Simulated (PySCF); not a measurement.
# Cost of excited-state runs on SMILES O=C(F)C(F)F, C₂HF₃O

Molfile (atoms numbered from 1):
```
C2HF3O
     RDKit          3D

  7  6  0  0  0  0  0  0  0  0999 V2000
    1.4322   -1.1257    0.5063 O   0  0  0  0  0  0  0  0  0  0  0  0
    0.8717   -0.2280    0.0047 C   0  0  0  0  0  0  0  0  0  0  0  0
    1.5227    0.7081   -0.7136 F   0  0  0  0  0  0  0  0  0  0  0  0
   -0.6321    0.0854   -0.0141 C   0  0  0  0  0  0  0  0  0  0  0  0
   -1.2983   -0.8013    0.7421 F   0  0  0  0  0  0  0  0  0  0  0  0
   -0.8625    1.3139    0.4915 F   0  0  0  0  0  0  0  0  0  0  0  0
   -1.0303    0.0525   -1.0439 H   0  0  0  0  0  0  0  0  0  0  0  0
  1  2  2  0
  2  3  1  0
  2  4  1  0
  4  5  1  0
  4  6  1  0
  4  7  1  0
M  END
```

PySCF with density fitting, on 1 thread of an Arm Neoverse V1, shared host. Command: `OMP_NUM_THREADS=1 python excited_run.py task.json out`

(1) How long does this run take, and how much memory?
- magnetisability and related constants, B3LYP/aug-pcSseg-1; isotopologues

Results:

(1) 
| run | level | basis functions | wall time | peak memory (GiB) |
| --- | --- | --- | --- | --- |
| magnetisability and related constants | B3LYP/aug-pcSseg-1 | 165 | 12 s | 0.71 |

Times from a shared host are rough.
